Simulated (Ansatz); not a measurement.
Cubic perovskite SrTiO3 (cubic form, which distorts at low temperature)

All values below come from PBEsol in Ansatz (PAW).

Settings: plane-wave cutoff 500 eV, 10×10×10 k mesh, Fermi–Dirac smearing 0.05 eV, no spin polarisation, scalar-relativistic PAW data made under PBE.

Cell: relaxed at this level.

```
Item                                     Result
------------------  ---------------------------
volume per atom                   11.78 Å³/atom
lattice constant a                      3.891 Å
band gap            1.85 eV (on the SCF k mesh)
```

Measured, for comparison: band gap 3.59 eV (zero-point renormalisation of 336 meV (experimental, the table's column) added back here, indirect; inputs from Miglio et al. (2020), arXiv:2011.12765); equilibrium volume per atom 11.77 Å³/atom, lattice constant a 3.89 Å (0 K, cubic phase extrapolated to 0 K; as tabulated in Bilc et al. (2008), arXiv:0805.0753). Computed (rounded) less measured: equilibrium volume per atom +0.1 %, lattice constant a 0.0 %.

Note: the relaxation could not lower the start's symmetry, so the cell can be a saddle point above a distorted one.

Spin–orbit coupling is not included.

Static lattice: no zero-point or thermal effects.

It cost about 20 core-seconds (a rough figure) of CPU time.

Ansatz is a program for electronic structure.
